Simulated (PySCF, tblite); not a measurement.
**C6H9 radical: geometry, infrared bands and EPR parameters**

Aim: predict the infrared bands and EPR parameters of C6H9 radical (`C[CH]C12CC1C2`).

Programs: tblite 0.8.0 and PySCF 2.14.0, with density-fitted response routines of our own. Each step states its level of theory. These are calculated values for one molecule in the gas phase, unless marked as measured. Atoms are numbered from 0 throughout.

### Step 1. The starting structure

15 atoms, charge 0, multiplicity 2; geometry from: force field or distance geometry start.

Bonds of the start (Å): C0–C1 1.50, C1–C2 1.43, C2–C3 1.50, C3–C4 1.50, C4–C5 1.49, C4–C2 1.55, C5–C2 1.49, C0–H6 1.09, C0–H7 1.10, C0–H8 1.09, C1–H9 1.09, C3–H10 1.08, C3–H11 1.08, C4–H12 1.08, C5–H13 1.08, C5–H14 1.08.

### Step 2. Relaxing the molecule with GFN2-xTB

The job: settings as JSON, then the geometry in Å.

```
{"job": {"kind": "relax", "xc": "GFN2-xTB", "basis": "xTB"}, "charge": 0, "multiplicity": 2}
C      2.066200    -0.421300     0.488400
C      0.802000     0.388400     0.406000
C     -0.199600     0.058400    -0.553400
C     -1.069200     1.047100    -1.269400
C     -1.661500     0.301800    -0.105400
C     -1.177300    -1.058400    -0.456700
H      2.197200    -0.797700     1.501000
H      2.924800     0.211400     0.239600
H      2.040100    -1.272700    -0.196900
H      0.703700     1.252000     1.061900
H     -1.413500     0.799900    -2.265100
H     -0.868100     2.094700    -1.134900
H     -1.768700     0.692600     0.897600
H     -1.521700    -1.524100    -1.371400
H     -1.058900    -1.764100     0.355700
```

Launch:

```console
$ OMP_NUM_THREADS=1 python probes_run.py task.json out
```

This one command runs all jobs of the session in turn.

What it wrote:

```text
step      E/eV     max force
  0    -470.14756    1.155
  1    -470.19330    0.546
  2    -470.22308    0.549
  3    -470.25169    0.559
  4    -470.28615    0.580
  5    -470.32635    0.651
  6    -470.36913    0.561
  7    -470.41117    0.495
  8    -470.44840    0.558
  9    -470.47873    0.446
 10    -470.49828    0.362
 11    -470.51337    0.306
 12    -470.52768    0.308
 13    -470.54095    0.284
 14    -470.55108    0.256
 15    -470.55945    0.273
 16    -470.56789    0.273
 17    -470.57731    0.320
 18    -470.58626    0.243
 19    -470.59346    0.196
 20    -470.59886    0.199
 21    -470.60726    0.219
 22    -470.61427    0.238
 23    -470.62006    0.241
 24    -470.62568    0.250
 25    -470.63376    0.313
 26    -470.64255    0.337
 27    -470.65071    0.336
 28    -470.65769    0.248
 29    -470.66447    0.242
 30    -470.67141    0.244
 31    -470.68125    0.269
 32    -470.69060    0.231
 33    -470.70016    0.271
 34    -470.71156    0.293
 35    -470.72346    0.280
 36    -470.73320    0.259
 37    -470.73971    0.212
 38    -470.74659    0.230
 39    -470.75365    0.235
 40    -470.76263    0.228
 41    -470.76806    0.245
 42    -470.77281    0.170
 43    -470.77602    0.165
 44    -470.77871    0.151
 45    -470.78263    0.187
 46    -470.78552    0.147
 47    -470.78783    0.121
 48    -470.78980    0.137
 49    -470.79251    0.134
 50    -470.79617    0.173
 51    -470.80059    0.156
 52    -470.80485    0.158
 53    -470.80829    0.142
 54    -470.81110    0.132
 55    -470.81369    0.104
 56    -470.81556    0.152
 57    -470.81679    0.096
 58    -470.81761    0.075
 59    -470.81857    0.080
 60    -470.81935    0.074
 61    -470.82037    0.077
 62    -470.82125    0.079
 63    -470.82230    0.081
 64    -470.82381    0.087
 65    -470.82634    0.138
 66    -470.83014    0.174
 67    -470.83472    0.187
 68    -470.84064    0.237
 69    -470.85162    0.291
 70    -470.86174    0.274
 71    -470.85771    0.912
 72    -470.87910    0.228
 73    -470.88789    0.169
 74    -470.90402    0.582
 75    -470.91154    0.595
 76    -470.92209    0.267
 77    -470.92873    0.716
 78    -470.93798    0.192
 79    -470.94399    0.204
 80    -470.95084    0.241
 81    -470.95826    0.170
 82    -470.96515    0.173
 83    -470.96947    0.201
 84    -470.97041    0.389
 85    -470.97606    0.138
 86    -470.97936    0.103
 87    -470.98379    0.107
 88    -470.98485    0.091
 89    -470.98580    0.128
 90    -470.98681    0.082
 91    -470.98783    0.063
 92    -470.98872    0.063
 93    -470.98926    0.088
 94    -470.98970    0.088
 95    -470.99015    0.085
 96    -470.99061    0.055
 97    -470.99091    0.066
 98    -470.99117    0.036
 99    -470.99141    0.033
100    -470.99191    0.038
101    -470.99219    0.038
102    -470.99251    0.041
103    -470.99283    0.043
104    -470.99338    0.047
105    -470.99413    0.061
106    -470.99487    0.076
107    -470.99532    0.049
108    -470.99542    0.199
109    -470.99592    0.066
110    -470.99621    0.030
111    -470.99676    0.029
112    -470.99704    0.058
113    -470.99733    0.086
114    -470.99785    0.075
115    -470.99831    0.044
116    -470.99867    0.067
117    -470.99878    0.080
118    -470.99908    0.037
119    -470.99922    0.031
120    -470.99940    0.018
121    -470.99945    0.013
122    -470.99948    0.013
123    -470.99950    0.012
124    -470.99952    0.017
125    -470.99955    0.018
126    -470.99957    0.033
127    -470.99959    0.021
128    -470.99961    0.026
129    -470.99963    0.021
130    -470.99968    0.012
131    -470.99974    0.014
132    -470.99983    0.022
133    -470.99993    0.030
134    -471.00002    0.031
135    -471.00012    0.025
136    -471.00022    0.016
137    -471.00029    0.018
138    -471.00034    0.018
139    -471.00040    0.017
140    -471.00046    0.027
141    -471.00054    0.017
142    -471.00060    0.015
143    -471.00064    0.011
144    -471.00065    0.013
145    -471.00066    0.009
```

Run time: 0.69 s. Hardware: 1 thread of Arm Neoverse V1, shared host; peak memory 0.18 GiB.

Along the way: (not every step is listed)

```csv
step,energy from step 0 (eV),largest force (eV/Å)
0,0.0000,1.1546
1,-0.0457,0.5459
2,-0.0755,0.5485
3,-0.1041,0.5587
4,-0.1386,0.5798
5,-0.1788,0.6512
6,-0.2216,0.5609
7,-0.2636,0.4948
8,-0.3008,0.5579
21,-0.4597,0.2190
34,-0.5640,0.2927
47,-0.6403,0.1209
60,-0.6718,0.0742
73,-0.7403,0.1691
86,-0.8318,0.1031
99,-0.8438,0.0333
112,-0.8495,0.0576
125,-0.8520,0.0183
138,-0.8528,0.0180
140,-0.8529,0.0271
141,-0.8530,0.0172
142,-0.8530,0.0154
143,-0.8531,0.0114
144,-0.8531,0.0132
145,-0.8531,0.0088
```

Close pairs (by a distance rule), those that changed most:

```csv
bond,before (Å),after (Å),change (Å)
C2–C4,1.548,2.067,+0.519
C1–C2,1.426,1.318,-0.108
C2–C5,1.487,1.514,+0.026
C3–H11,1.075,1.096,+0.021
C3–C4,1.504,1.487,-0.017
C3–H10,1.082,1.097,+0.015
C5–H13,1.083,1.097,+0.014
C5–H14,1.083,1.097,+0.014
```

The next job starts from the end point, and lists it.

### Step 3. Vibrational analysis with GFN2-xTB

The job: settings as JSON, then the geometry in Å.

```
{"job": {"kind": "ir", "xc": "GFN2-xTB", "basis": "xTB"}, "charge": 0, "multiplicity": 2}
C      2.136302    -0.562995     0.427857
C      1.179243     0.502106    -0.001235
C     -0.102334     0.305103    -0.237744
C     -1.237340     1.205221    -0.673631
C     -2.112998     0.005079    -0.613368
C     -1.013939    -0.902302    -0.187886
H      2.580794    -0.304891     1.388871
H      2.945723    -0.656086    -0.296032
H      1.634485    -1.522509     0.519208
H      1.597679     1.494341    -0.117790
H     -1.114579     1.664143    -1.662260
H     -1.481520     2.014031     0.025252
H     -3.132653    -0.164767    -0.889783
H     -0.757894    -1.708034    -0.886789
H     -1.125381    -1.360451     0.802370
```

What it wrote:

```text
mode    cm-1     km/mol
  1      87.0     15.24
  2     123.1      5.30
  3     140.9      9.73
  4     190.8      0.17
  5     245.2      5.06
  6     388.7      3.50
  7     476.4      0.42
  8     688.1      1.72
  9     732.3      2.32
 10     860.4      6.57
 11     884.4      0.25
 12     954.9      0.66
 13     979.2      1.04
 14     989.2      5.57
 15     999.2     12.11
 16    1029.4      1.09
 17    1055.2      1.67
 18    1069.4      3.33
 19    1130.3      5.29
 20    1144.5      0.53
 21    1209.1      1.00
 22    1236.3      3.39
 23    1250.0     18.71
 24    1309.3     18.45
 25    1400.5      2.98
 26    1425.6      7.60
 27    1437.3      0.09
 28    1481.9      3.18
 29    1488.0      3.59
 30    1802.7      2.84
 31    2853.5     62.53
 32    2857.6      5.22
 33    2901.8     48.40
 34    2904.4     47.23
 35    2995.2     33.27
 36    3010.4     39.50
 37    3040.3      9.76
 38    3053.8     69.78
 39    3161.3     68.64
```

Wall time 0.33 s (1 thread of Arm Neoverse V1, shared host); peak memory 0.18 GiB.

The strongest bands and the atoms that carry them (share of the mass-weighted mode):

| cm⁻¹ | km/mol | atoms |
| --- | --- | --- |
| 1250 | 18.7 | C4 39 %, C5 18 %, H12 15 %, C3 10 % |
| 2854 | 62.5 | H13 37 %, H14 33 %, H10 12 % |
| 2902 | 48.4 | H14 51 %, H13 45 % |
| 2904 | 47.2 | H11 53 %, H10 43 % |
| 2995 | 33.3 | H7 47 %, H6 44 % |
| 3010 | 39.5 | H6 49 %, H7 46 % |
| 3054 | 69.8 | H8 63 %, H9 30 % |
| 3161 | 68.6 | H12 92 % |

The optimised geometry no longer has the bonds of the starting formula, so what follows describes that rearranged structure.

### Step 4. g tensor and hyperfine couplings: B3LYP/pcH-1

Same as in step 3 but for these lines:

```diff
@@ -1,2 +1,2 @@
-{"job": {"kind": "ir", "xc": "GFN2-xTB", "basis": "xTB"}, "charge": 0, "multiplicity": 2}
+{"job": {"kind": "epr", "basis": "pcH-1"}, "charge": 0, "multiplicity": 2}
 C      2.136302    -0.562995     0.427857
```

Level: UKS B3LYP, pcH-1 on C H, non-relativistic, mean-field spin-orbit, GIAO.

What it wrote:

```text
UKS, coarse grid
  cycle   1  E = -233.91062860  |g| = 3.09e-01
  cycle   2  E = -233.89996618  |g| = 3.47e-01
  cycle   3  E = -233.96468996  |g| = 2.70e-02
  cycle   4  E = -233.96486477  |g| = 2.23e-02
  cycle   5  E = -233.96507399  |g| = 8.78e-03
  cycle   6  E = -233.96511530  |g| = 1.90e-03
  cycle   7  E = -233.96511781  |g| = 1.20e-03
  cycle   8  E = -233.96511848  |g| = 1.68e-04
UKS, final grid
  cycle   1  E = -233.96509555  |g| = 1.22e-04
  cycle   2  E = -233.96509557  |g| = 1.19e-04
  cycle   3  E = -233.96509558  |g| = 4.37e-05
  cycle   4  E = -233.96509559  |g| = 2.06e-05
E = -233.96509559 Eh   <S^2> = 0.7546 (exact 0.7500)
g shifts (ppm)      1          2          3
  rmc          -135       -135       -135
  gc              2         13         23
  oz_so         -19        675        777
  total        -152        554        665
hyperfine (MHz)  atom isotope    a_iso     a_fc   dipolar eigenvalues
    0   13C       0.53       0.53     -0.23     -0.22      0.44
    1   13C      -2.64      -2.64     -2.89      0.81      2.08
    2   13C       7.01       7.01     -2.24      0.44      1.80
    3   13C     -36.05     -36.05     -2.79      0.47      2.32
    4   13C      97.78      97.78    -81.71    -80.25    161.95
    5   13C     -36.11     -36.11     -2.73      0.41      2.32
    6    1H      -1.59      -1.59     -0.54     -0.52      1.07
    7    1H      -1.52      -1.52     -0.54     -0.52      1.06
    8    1H      -0.03      -0.03     -1.13     -0.92      2.05
    9    1H       1.14       1.14     -1.23     -1.08      2.31
   10    1H     117.00     117.00     -4.54     -3.61      8.15
   11    1H     120.83     120.83     -4.72     -3.95      8.67
   12    1H     -63.57     -63.57    -38.73     -0.19     38.92
   13    1H     116.23     116.23     -4.54     -3.62      8.17
   14    1H     119.55     119.55     -4.70     -3.96      8.66
```

It took 39 s on 1 thread of Arm Neoverse V1, shared host; peak memory 0.87 GiB.

Principal g values 2.00217, 2.00287, 2.00298; g(iso) = 2.00267, against 2.00232 for a free electron.

Hyperfine couplings, nucleus by nucleus at this fixed geometry (no averaging over rotations):

| nuclei | isotope | a(iso) (MHz) | a(iso) (G, at g = 2.0023) | largest dipolar term (MHz) |
| --- | --- | --- | --- | --- |
| H11 | 1H | 120.8 | 43.1 | 8.7 |
| H14 | 1H | 119.5 | 42.7 | 8.7 |
| H10 | 1H | 117.0 | 41.7 | 8.2 |
| H13 | 1H | 116.2 | 41.5 | 8.2 |
| C4 | 13C | 97.8 | 34.9 | 162.0 |
| H12 | 1H | -63.6 | -22.7 | 38.9 |
| C5 | 13C | -36.1 | -12.9 | -2.7 |
| C3 | 13C | -36.0 | -12.9 | -2.8 |
| C2 | 13C | 7.0 | 2.5 | -2.2 |
| C1 | 13C | -2.6 | -0.9 | -2.9 |
| H6 | 1H | -1.6 | -0.6 | 1.1 |
| H7 | 1H | -1.5 | -0.5 | 1.1 |
| H9 | 1H | 1.1 | 0.4 | 2.3 |
| C0 | 13C | 0.5 | 0.2 | 0.4 |

Mulliken spin populations:

C0 0.00; C1 -0.02; C2 0.02; C3 -0.09; C4 1.02; C5 -0.09; H6 0.00; H7 0.00; H8 0.00; H9 0.00; H10 0.05; H11 0.05; H12 -0.04; H13 0.05; H14 0.05

Orbitals, density, ELF and potential are computed afterwards from the orbital file.

ELF in a plane through or near 9 of the atoms.

Ten even steps from ' ' (0.00) to '@' (1.00):
```
                                                        
                                                        
                                                        
                  --****::                              
                --@@@@@@%%        ....                  
                --@@@@@@@@..    --++==::                
                ..%%@@@@##..  ::++####==..              
            ..    ==%%**++----##==::++==..              
          ::====--**==++++##==@@++::++++..              
        ..--****==%%%%--%%--==**++##@@##--::..          
        ..--**++==--**::--++####--++::::%%@@@@%%::      
          ..--++%%@@**    ++%%==**%%::++@@@@@@@@++      
            --##@@@@@@..  --====::%%**##@@@@@@@@==      
            --%%@@@@@@    --##++++==----##@@@@##..      
            ::**@@@@**    ::++**==::    ..::--..        
              ..++++      ..::--::                      
                                                        
                                                        
                                                        
                                                        
```
The map spans 11.4 Å across and 8.8 Å up, centred on the molecule. Atoms in the plane (x, y in Å): C0 (-2.3, -0.1), C1 (-1.1, 0.7), C2 (0.2, 0.3), C3 (1.5, 0.9), C4 (2.1, -0.4), C5 (0.8, -1.1), H8 (-2.0, -1.2), H9 (-1.2, 1.8), H12 (3.1, -0.8).

log10 of the density (e/Å³) in the same plane.

Values, 10 rows by 14 columns:
```
-4.0 -4.0 -4.0 -4.0 -4.0 -4.0 -4.0 -4.0 -4.0 -4.0 -4.0 -4.0 -4.0 -4.0
-4.0 -4.0 -4.0 -4.0 -3.5 -3.0 -3.1 -3.5 -3.1 -3.1 -3.6 -4.0 -4.0 -4.0
-4.0 -4.0 -4.0 -3.1 -2.0 -1.1 -1.3 -2.1 -1.6 -1.4 -2.2 -3.1 -4.0 -4.0
-4.0 -3.9 -2.8 -2.1 -1.4  0.1 -0.3 -1.1 -0.3 -0.2 -1.4 -2.5 -4.0 -4.0
-4.0 -3.1 -1.8 -0.8 -0.4  0.3  0.3  0.1  0.3  0.2 -1.1 -2.0 -3.2 -4.0
-4.0 -3.0 -1.6 -0.2  1.0 -0.2 -0.4  0.2 -0.2  0.8  0.0 -0.8 -2.3 -3.9
-4.0 -3.4 -2.2 -1.0  0.0 -0.5 -1.2  0.1  0.5 -0.1 -0.1 -0.7 -2.2 -3.9
-4.0 -4.0 -3.0 -2.0 -1.3 -1.5 -1.7 -0.5 -0.5 -1.4 -1.7 -2.1 -3.1 -4.0
-4.0 -4.0 -4.0 -3.5 -3.2 -3.2 -2.7 -2.1 -2.1 -2.7 -3.4 -3.8 -4.0 -4.0
-4.0 -4.0 -4.0 -4.0 -4.0 -4.0 -4.0 -3.5 -3.5 -4.0 -4.0 -4.0 -4.0 -4.0
```
The map spans 11.4 Å across and 8.8 Å up, centred on the molecule. Atoms in the plane (x, y in Å): C0 (-2.3, -0.1), C1 (-1.1, 0.7), C2 (0.2, 0.3), C3 (1.5, 0.9), C4 (2.1, -0.4), C5 (0.8, -1.1), H8 (-2.0, -1.2), H9 (-1.2, 1.8), H12 (3.1, -0.8).

On the surface of density 0.002 e/bohr³ the electrostatic potential runs, from the 1st to the 99th percentile, from -0.67 V near C1 to 0.62 V near H12.

The spin density lies nearest to C4 64 %; H12 9 %.

### Step 5. Outcome

| quantity | value |
| --- | --- |
| strongest single infrared mode (GFN2-xTB) | 3054 cm⁻¹, 70 km/mol |
| zero-point energy (GFN2-xTB) | 78.6 kcal/mol |
| g(iso) (B3LYP) | 2.00267 |
| ⟨S²⟩ | 0.755 (exact 0.75) |
| largest a(iso) | 1H on H11, 120.8 MHz |
| surface potential, 1st and 99th percentile | -0.67 V and 0.62 V |

Relaxing lowered the energy by 0.853 eV in 145 steps; the close pair that moved most is C2–C4, from 1.548 to 2.067 Å. No mode is imaginary among the 39: a minimum at this level. The strongest single mode, at 3054 cm⁻¹, moves mainly H8. GFN2-xTB is a fitted tight-binding method: band positions and strengths are rough. Its intensities can rank the bands wrongly. The structure rearranged or came apart on optimisation; the results belong to the end geometry, not to the formula as drawn. Most of the unpaired spin sits on C4 (1.02 e). The isotropic g lies 0.4 ppt above the free-electron value.
